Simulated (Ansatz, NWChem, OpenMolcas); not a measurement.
**C2H8Si (dimethylsilane): methods side by side**

C2H8Si has 11 atoms, charge 0, and is taken as a singlet. As SMILES, `C[SiH2]C`. Geometry: relaxed at PBE0-D4/def2-TZVP.

```xyz
11

C    -1.0502    0.9672   -0.6612
Si   -0.3092   -0.6532   -0.0876
C     1.3466   -0.3923    0.7457
H    -2.0158    0.8069   -1.1461
H    -0.3917    1.4646   -1.3778
H    -1.2049    1.6449    0.1821
H    -0.1399   -1.5642   -1.2561
H    -1.2451   -1.3193    0.8633
H     2.0582    0.0752    0.0604
H     1.7726   -1.3420    1.0774
H     1.2448    0.2552    1.6203
```

Quantity: the energy change with the C1–H6 bond stretched from 1.093 to 1.967 Å, in eV. The values are calculated.

| level | kind | program | value (eV) | CPU time (all runs) |
| --- | --- | --- | --- | --- |
| PBE/def2-SVP (restricted) | GGA | Ansatz | 3.17 | 12 s |
| M06-L/def2-SVP (restricted) | meta-GGA | NWChem | 3.43 | 1.9 min |
| r2SCAN/def2-SVP (restricted) | meta-GGA | Ansatz | 3.35 | 25 s |
| B3LYP/def2-SVP (restricted) | global hybrid | NWChem | 3.33 | 63 s |
| M06-2X/def2-SVP (restricted) | hybrid meta-GGA | NWChem | 3.52 | 87 s |
| HSE06/def2-SVP (restricted) | range-separated hybrid | Ansatz | 3.46 | 15 s |
| wB97X/def2-SVP (restricted) | range-separated hybrid | NWChem | 3.59 | 1.8 min |
| MP2/def2-SVP (restricted) | perturbation theory | OpenMolcas | 3.60 | 12 s |

The first shape isn't each level's own minimum. The values span 3.17 to 3.60 eV. CPU times are rough (shared hosts, several kinds of processor): they show what a rung costs within a factor of a few.
